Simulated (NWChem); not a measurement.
**Spin states of F (+1)**

```xyz
1

F      0.0000     0.0000     0.0000
```
Charge +1, spin multiplicity 3.

Everything below was run with NWChem.

Basis set: def2-TZVP. The gap is E(triplet) − E(singlet), so a negative value puts the higher spin lower. Open shells are unrestricted, and the singlet is the closed-shell solution. The triplet is the single determinant that the SCF runs reached, with unpaired electrons in orbitals of symmetry b1u and b3u (D2h labels); it need not be the lowest triplet, which in molecules with degenerate π orbitals can need several determinants. Where the lowest singlet needs several determinants, the single determinant used here isn't a pure state and places it wrongly.

The correlated methods keep 1 core orbital frozen. B3LYP has NWChem's definition, with VWN1-RPA local correlation. The stability of the SCF solutions was not checked. Open-shell Hartree-Fock references start from PBE0 orbitals.

**Question.** For the vertical singlet-triplet gap, B3LYP gives -83.9 kcal/mol and B2PLYP gives -84.6 kcal/mol. What do LC-wPBE (omega 0.3 per bohr), HF, MP2 give?

**Answer.** LC-wPBE (omega 0.3 per bohr): -87.4 kcal/mol; HF: -101.5 kcal/mol; MP2: -87.0 kcal/mol.
